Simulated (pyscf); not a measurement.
Single points on ωB97X-D3(BJ)/def2-SVP structures (PySCF, gas phase). MP2 and CC: frozen core, UHF for open shells. ΔMP2 is the change of the MP2 total energy from the triple- to the quadruple-zeta basis.

Question: Estimate the classical barrier height and the reaction energy of CH₄ (SMILES C) + Au• (SMILES [Au]) → H₃C–Au (SMILES [CH3][Au]) + H• (SMILES [H]) at CCSD(T)/def2-TZVPP + ΔMP2(QZVPP). The step runs on the doublet surface, breaks C–H and forms Au–C; take the separated reactants as zero.

Answer: ΔE‡ = 52.5 kcal/mol, ΔE = +47.2 kcal/mol. Zero-point energy shifts the barrier by -4.7 kcal/mol. It is a substitution at C, with an imaginary mode of 1127i cm⁻¹. The products may also form a dative adduct at H₃C–Au; it and routes through it were not searched. This is the saddle that the search found; another between the same sides may lie lower. The angle at the attacked C is 180°. The CCSD(T) − MP2 part came from Ansatz, without density fitting, on the same reference. A UHF reference is spin-contaminated (<S²> up to 0.92), which harms MP2 most. The frozen core leaves the outer d or s,p core shells of the metals and heavy elements correlated in the MP2 and CC values, and def2-TZVPP describes them poorly, which can shift differences by a few kcal/mol. Open-shell species with a d-block atom are single-reference here; other states, and whether the spin sits on metal or ligand, were not checked. Elements past Kr carry the def2 core potentials, without spin-orbit coupling.
